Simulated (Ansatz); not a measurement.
allene (C3H4), SMILES C=C=C.

Geometry optimised at PBE0-D3(BJ)/def2-TZVP.

Two levels are set side by side: PBE/def2-TZVPD (Ansatz, a quantum-chemistry and plane-wave program) and CAM-B3LYP/def2-TZVPD (Ansatz). Energy differences of separate SCF runs at the same geometry; the states with an electron removed or added have multiplicity 2 and 2. Differences are taken from unrounded values.

```tsv
quantity	PBE
vertical ionisation energy (eV)	10.03
vertical singlet–triplet gap (eV)	4.79
```

### Question
These are the PBE values. What does CAM-B3LYP give? (The exact figures need the calculation; the answer reports its results.)

### Answer

| quantity | CAM-B3LYP | PBE minus CAM-B3LYP |
|---|---|---|
| vertical ionisation energy (eV) | 10.12 | -0.08 |
| vertical singlet–triplet gap (eV) | 4.76 | 0.03 |

On these quantities the two levels nearly agree.
